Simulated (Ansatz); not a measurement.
MgH2, singlet: energies of several shapes or isomers

Calculated in Ansatz's Gaussian-basis code. Basis cc-pV(T+d)Z on Mg, cc-pVTZ on H, nonrelativistic, no frozen core; active space CAS(4,6). Restricted Hartree–Fock, then the lowest state-specific CASSCF solution met for each case. On stretched bonds single-reference methods can fail or change state. Unlike active orbitals can shift such differences by tenths of an eV, at times by over 1 eV.

Case A. A bond is stretched, to 2.27 times the sum of the covalent radii.

```xyz
3

Mg    0.0000    0.0000    0.0000
H     0.0000    0.0000    3.9100
H     0.0000    0.0000   -1.7000
```

Case B:

```xyz
3

Mg    0.0000    0.0000    0.0000
H     0.0000    0.0000    1.5300
H     0.0000    0.0000   -1.7000
```

Case C. A bond is stretched, to 1.78 times the sum of the covalent radii.

```xyz
3

Mg    0.0000    0.0000    0.0000
H     0.0000    0.0000    3.0600
H     0.0000    0.0000   -1.7000
```

Energy less that of case A, in eV:

```csv
case,RHF/ROHF,CASSCF
B,-3.908,-2.325
C,-1.452,-0.625
```

Give the SC-NEVPT2 energies against case A.

B: -2.722 eV (-62.8 kcal/mol); C: -0.680 eV (-15.7 kcal/mol).

Which case is lowest, and do the methods agree?

B is lowest in SC-NEVPT2. Of the methods shown, RHF/ROHF, CASSCF agree.
